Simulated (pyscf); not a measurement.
PySCF, gas phase, ωB97X-D3(BJ)/def2-SVP geometries.

Task: PBE/def2-TZVP puts the barrier of F–Sb(F)–F + silicon tetrachloride (Cl–Si(Cl)(Cl)–Cl) -> F–Sb(F)–Cl + F–Si(Cl)(Cl)–Cl (four-centre exchange; singlet surface; F–Sb, Cl–Si broken, Cl–Sb, F–Si formed) at 20.2 kcal/mol and the reaction energy at -13.1 kcal/mol, from the separated reactants. What do B3LYP-D3(BJ)/def2-TZVP, M06-2X/def2-TZVP, ωB97M-D3(BJ)/def2-TZVP give on the same structures?

Result: B3LYP-D3(BJ): ΔE‡ = 18.8 kcal/mol, ΔE = -14.1 kcal/mol; M06-2X: ΔE‡ = 19.0 kcal/mol, ΔE = -14.5 kcal/mol; ωB97M-D3(BJ): ΔE‡ = 20.6 kcal/mol, ΔE = -13.4 kcal/mol. PBE's barrier lies among them. Its reaction energy lies over all of them, by 0.3 to 1.4 kcal/mol. Here PBE stays close to the other levels. On the reactant side the descent ends in a complex, 4.8 kcal/mol under the separated species and 20.8 kcal/mol under the saddle at ωB97X-D3(BJ)/def2-TZVP. On the product side the descent ends in a complex, 4.5 kcal/mol under the separated species and 34.2 kcal/mol under the saddle at ωB97X-D3(BJ)/def2-TZVP. At ωB97X-D3(BJ)/def2-TZVP the barrier from the zero used here is 16.0 kcal/mol. One saddle was located; it need not be the lowest between these sides. Elements past Kr carry the def2 core potentials, without spin-orbit coupling.
